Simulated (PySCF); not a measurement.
## How good is the calculation?

Mapped SMILES: `[CH2:1]=[CH:2][C:3]([F:4])([F:5])[F:6]`. Hydrogens are named by the atom that carries them. Ha(C1) is cis to C3; Hb(C1) is trans to C3.

Measured values that the calculation should reproduce: δ 19F F4/F5/F6 -66.9 ppm (measured; G. Saielli, R. Bini, A. Bagno, Computational 19F NMR. 2. Organic compounds, RSC Adv. 2014, ESI (exp. from Berger-Braun-Kalinowski 1994 and Everett 1995)).
δ 1H H(C2) 5.90; Ha(C1) 5.85; Hb(C1) 5.56 ppm (measured; solution, not stated per compound (mostly CDCl3 or CCl4); Pretsch, Buehlmann, Badertscher, Structure Determination of Organic Compounds, 4th ed. (2009)). Coupling constants: 3J(H(C2),Hb(C1)) (cis) 11.1 Hz, 3J(H(C2),Ha(C1)) (trans) 17.5 Hz, 2J(Hb(C1),Ha(C1)) 0.2 Hz.

[PySCF: GFN2-xTB geometry; PBE0/pcSseg-1 with gauge-including orbitals; B3LYP/pcJ-1 coupling constants; averaged over atoms made equivalent by symmetry, fast rotation or ring inversion; isolated molecule; a single conformation; relativity neglected]

Question: What does the calculation give, and how does it compare?

Answer: 
Reference values: measured (G. Saielli, R. Bini, A. Bagno, Computational 19F NMR. 2. Organic compounds, RSC Adv. 2014, ESI (exp. from Berger-Braun-Kalinowski 1994 and Everett 1995)).
```csv
atoms,quantity,reference,computed,"computed, scaled"
F4/F5/F6,δ 19F vs CFCl3,-66.9,-84.4,-69.8
```

Reference values: measured (solution, not stated per compound (mostly CDCl3 or CCl4); Pretsch, Buehlmann, Badertscher, Structure Determination of Organic Compounds, 4th ed. (2009)).
```json
{"atoms": "H(C2)", "quantity": "δ 1H", "reference": "5.90", "computed": "6.15", "computed, scaled": "5.89"}
{"atoms": "Ha(C1)", "quantity": "δ 1H", "reference": "5.85", "computed": "6.35", "computed, scaled": "6.08"}
{"atoms": "Hb(C1)", "quantity": "δ 1H", "reference": "5.56", "computed": "6.00", "computed, scaled": "5.75"}
```

Computed shifts are σ(ref) − σ with the named reference compound (TMS for H and C) calculated as an isolated molecule at the same level. The measured values may be among those fitted. Empirical linear scaling, fitted to shifts measured mostly in CDCl3 for H and C (δ vs TMS): 1H (scatter 0.17 ppm rms, 0.18 ppm with the 4 outliers that the fit left out); 19F (scatter 6.0 ppm rms, 7.0 ppm with the 5 outliers that the fit left out vs CFCl3, solution or neat liquid, with a term for F on sp3 carbon). Occasional misses reach two or three times the rms, and more in compound classes unlike the fitted ones.

Coupling constants in Hz:
| coupling | reference | computed | source |
| --- | --- | --- | --- |
| 3J(H(C2),Hb(C1)) cis | 11.1 | 12.2 | measured; solution (compiled); Pretsch, Buehlmann, Badertscher, Structure Determination of Organic Compounds, 4th ed., Springer 2009 |
| 3J(H(C2),Ha(C1)) trans | 17.5 | 18.8 | measured; solution (compiled); Pretsch, Buehlmann, Badertscher, Structure Determination of Organic Compounds, 4th ed., Springer 2009 |
| 2J(Hb(C1),Ha(C1)) | 0.2 | -0.5 | measured; solution (compiled); Pretsch, Buehlmann, Badertscher, Structure Determination of Organic Compounds, 4th ed., Springer 2009 |

Question: How far are the unscaled 1H shifts from the references?

Answer: Mean signed difference +0.40 ppm, mean absolute 0.40 ppm over 3 comparisons; the largest is +0.50 ppm at Ha(C1) (hydrogen on a terminal =CH2 carbon).

7 of the 8 published NMR values on file for this molecule are compared.

Unscaled 3J(H,H) at this level run about 10 % above measured values.
